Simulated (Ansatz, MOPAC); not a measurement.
Barrier height from H + H2O (SMILES O) to the transition structure H3O, without zero-point energy, on the benchmark's geometries as Psi4's copy of the set gives them.
Transition structure (charge 0, multiplicity 2):
```xyz
4

O     -0.301    -0.108     0.000
H     -0.428     0.852     0.000
H      1.015    -0.100     0.000
H      1.821     0.113     0.000
```

Open shells are unrestricted; no spin–orbit coupling.

Frozen-core correlation. The state that AM1, PM6 reach isn't checked.

Programs: Ansatz (Gaussian orbitals); MOPAC for AM1, PM6 (differences of heats of formation). Each number belongs to the level named beside it.

Q: One of these levels gives 21.11 kcal/mol for the barrier height. Which?
A. PM6
B. CCSD/aug-cc-pVDZ
C. AM1

A: B, CCSD/aug-cc-pVDZ. The others give 16.03 (AM1), -12.31 (PM6)

Ansatz is a first-principles code.
